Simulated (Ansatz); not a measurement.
Litharge PbO, treated with LDA (PAW; Ansatz, a program for electronic structure).

Numerical settings: plane-wave cutoff 520 eV, 10×10×8 k mesh (along the axes of the cell as run), scalar-relativistic PAW data made under PBE.

Computed at the level's own relaxed cell.

```
PbO
1.0
    3.94387     0.00000     0.00000
    0.00000     3.94387     0.00000
    0.00000     0.00000     4.89100
Pb O
2 2
Direct
  0.50000   0.00000   0.75915
  0.00000   0.50000   0.24085
  0.50000   0.50000   0.00000
  0.00000   0.00000   0.00000
```

Give the elastic tensor (Voigt notation, GPa, ions relaxed, in the Cartesian axes of the cell as printed).


```
   80.2    75.4    19.2     0.0     0.0     0.0
   75.4    80.2    19.2     0.0     0.0     0.0
   19.2    19.2    25.0     0.0     0.0     0.0
    0.0     0.0     0.0    20.0     0.0     0.0
    0.0     0.0     0.0     0.0    20.0     0.0
    0.0     0.0     0.0     0.0     0.0    63.3
```

Spin–orbit coupling is not included; it can shift volumes and moduli of such heavy elements.

Static lattice: no zero-point or thermal effects.
